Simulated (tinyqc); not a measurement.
Worked calculation: Pariser-Parr-Pople SCF with singles CI, for the molecule C=C1C=CC=C1 (SMILES; centres numbered as the heavy atoms are written). One step of it, computed by the program tinyqc.

Problem. Iteration 2: Fock matrix. F_rr = H_rr + P_rr gamma_rr / 2 + sum_(s != r) P_ss gamma_rs; F_rs = H_rs - P_rs gamma_rs / 2; E = tr P (H + F) / 2 + core repulsion sum_(r<s) z_r z_s gamma_rs.

P after iteration 1, lower triangle:
```
,1C,2C,3C,4C,5C,6C
1C,0.787403
2C,0.828760,0.997229
3C,0.187380,0.392536,1.091276
4C,-0.314434,-0.049901,0.802413,1.016407
5C,-0.314434,-0.049901,-0.073365,0.499123,1.016407
6C,0.187380,0.392536,-0.391439,-0.073365,0.802413,1.091276
```

core matrix H (eV), lower triangle:
```
,1C,2C,3C,4C,5C,6C
1C,-29.964826
2C,-2.390000,-35.287917
3C,0.000000,-2.390000,-33.742608
4C,0.000000,0.000000,-2.390000,-32.873168
5C,0.000000,0.000000,0.000000,-2.390000,-32.873168
6C,0.000000,-2.390000,0.000000,0.000000,-2.390000,-33.742608
```

repulsion gamma_rs (eV), lower triangle:
```
,1C,2C,3C,4C,5C,6C
1C,11.130000
2C,5.345539,11.130000
3C,3.800534,5.344818,11.130000
4C,2.929109,4.046371,5.346212,11.130000
5C,2.929109,4.046371,4.045936,5.345539,11.130000
6C,3.800534,5.344818,4.045107,4.045936,5.346212,11.130000
```

Centres (angstrom, eV; a flat drawing with bonds scaled to 1.40 angstrom):
```
centre,x,y,core charge z,W,gamma_rr
1C,2.159000,0.000000,1,11.160000,11.130000
2C,0.759000,0.000000,1,11.160000,11.130000
3C,-0.064000,1.133000,1,11.160000,11.130000
4C,-1.395000,0.700000,1,11.160000,11.130000
5C,-1.395000,-0.700000,1,11.160000,11.130000
6C,-0.064000,-1.133000,1,11.160000,11.130000
```

Give: F; pi energy.

Solution.

F (eV), lower triangle:
```
,1C,2C,3C,4C,5C,6C
1C,-6.0030
2C,-4.6051,-5.6384
3C,-0.3561,-3.4390,-5.3865
4C,0.4605,0.1010,-4.5349,-5.1926
5C,0.4605,0.1010,0.1484,-3.7240,-5.1926
6C,-0.3561,-3.4390,0.7917,0.1484,-4.5349,-5.3865
```

pi energy = -75.4991 eV
